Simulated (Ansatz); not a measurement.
What does this script print? It uses the Ansatz DFT code, driven from Python.

`input.yaml`
```yaml
crystal:
  periodic: [false, false, false]
  atoms:
    - { symbol: C, position_ang: [-2.0498, -0.1225, 0.373] }
    - { symbol: C, position_ang: [-0.9877, -0.9312, 0.372] }
    - { symbol: C, position_ang: [0.1261, -0.7916, -0.6254] }
    - { symbol: C, position_ang: [0.8955, 0.4824, -0.4109] }
    - { symbol: C, position_ang: [1.669, 0.6623, 0.664] }
    - { symbol: H, position_ang: [-2.1463, 0.6745, -0.3581] }
    - { symbol: H, position_ang: [-2.8292, -0.2617, 1.1138] }
    - { symbol: H, position_ang: [-0.297, -0.8009, -1.653] }
    - { symbol: H, position_ang: [0.8109, -1.6608, -0.5302] }
    - { symbol: H, position_ang: [0.8312, 1.2697, -1.1561] }
    - { symbol: H, position_ang: [1.7593, -0.11, 1.422] }
    - { symbol: H, position_ang: [2.2179, 1.5899, 0.789] }
magnetization:
  spin_polarized: true
  initial_magnetization: 1
basis:
  gaussian: { orbitals: def2-SVP }
hamiltonian:
  xc: { name: BHLYP }
```

`run_deck.py`:
```python
import ansatz

session = ansatz.Session.from_deck("input.yaml")
r = session.plan(threads=1).execute().report

print(f"E = {r['free_energy_ev']:.6f} eV = {r['free_energy_ev'] / 27.211386246:.7f} Ha")
print("converged:", r["converged"], " doubts:", r["published_state_doubts"] or "none")
symbols = ["C", "C", "C", "C", "C", "H", "H", "H", "H", "H", "H", "H"]
state = r["mean_field"]["state"]
print(f"mean field: {state['energy']['hartree']:.7f} Ha, <S^2> = {abs(state['spin_squared']):.4f}, stability: {state.get('stability', {}).get('kind')}")
```

Running `python run_deck.py` prints:
```text
E = -5288.076304 eV = -194.3332198 Ha
converged: True  doubts: none
mean field: -194.3332198 Ha, <S^2> = 0.7796, stability: minimum
```

Reading the output:
- Total energies depend on the basis set; only differences at equal settings carry meaning.
- The geometry is a force-field or estimated start, not a minimum of this method, and the basis set is short of its limit.
- The run takes the species as open-shell (spin multiplicity 2), which needn't be its ground state.
- Finished in 5.7 s on 1 thread of Arm Neoverse V2, on a shared host, peak memory 0.32 GiB.
